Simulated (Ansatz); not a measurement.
`[MgH][Cl]` + H₂ → `[MgH2]` + HCl at 298.15 K and 1 bar (hydrogenolysis of a Mg–Cl bond).

Gas-phase electronic energies from Ansatz, PBE0-D4/def2-TZVP geometries. CCSD(T)/CBS is the MP2 limit (def2-TZVPP, def2-QZVPP) plus CCSD(T) − MP2 in def2-TZVPP, frozen cores. This one scheme is used for every species. For Mg outer-core shells are correlated without core-valence functions, which leaves a few kJ/mol of doubt a bond.

| species | CCSD(T)/CBS energy (Eh) | H − E (kJ/mol) | S (J/(mol·K)) |
| --- | --- | --- | --- |
| `[MgH][Cl]` | -660.33122 | 28.0 | 239.9 |
| H₂ | -1.17544 | 35.1 | 130.4 |
| `[MgH2]` | -201.05321 | 34.9 | 194.4 |
| HCl | -460.38127 | 26.6 | 186.8 |

H − E and S are ideal-gas, rigid-rotor, harmonic terms from PBE0-D4/def2-TZVP. The MP2-based limit puts H₂ 0.8 mEh under its directly extrapolated value; such offsets cancel only in part. 1 Eh = 2625.50 kJ/mol, R = 8.31446 J/(mol·K).

Q: By hand: ΔE, ΔH, ΔS and ΔG.

A: ΔE = (-201.05321) + (-460.38127) − (-660.33122) − (-1.17544) = 0.07218 Eh = 189.5 kJ/mol. Δ(H − E) = 34.9 + 26.6 − 28.0 − 35.1 = -1.6, so ΔH = 187.9 kJ/mol. ΔS = 194.4 + 186.8 − 239.9 − 130.4 = 10.9 J/(mol·K). ΔG = 187.9 − 298.15 × (10.9)/1000 = 184.7 kJ/mol.

Q: By hand: the equilibrium constant, and the temperature at which ΔG would vanish if ΔH and ΔS stayed fixed.

A: log₁₀ K = −ΔG/(RT ln 10) = -32.4. ΔG = 0 at ΔH/ΔS = 17239 K, far beyond where these terms or the molecules hold.

The number of gas molecules stays the same, so ΔS is small and ΔH decides. A doubt of 5 kJ/mol in ΔE shifts log₁₀ K by 0.9 here. These are equilibria of isolated gas molecules and say nothing of rates. Largest T1 diagnostic: 0.007 (customary marks: 0.02 for closed shells, 0.045 for open ones).
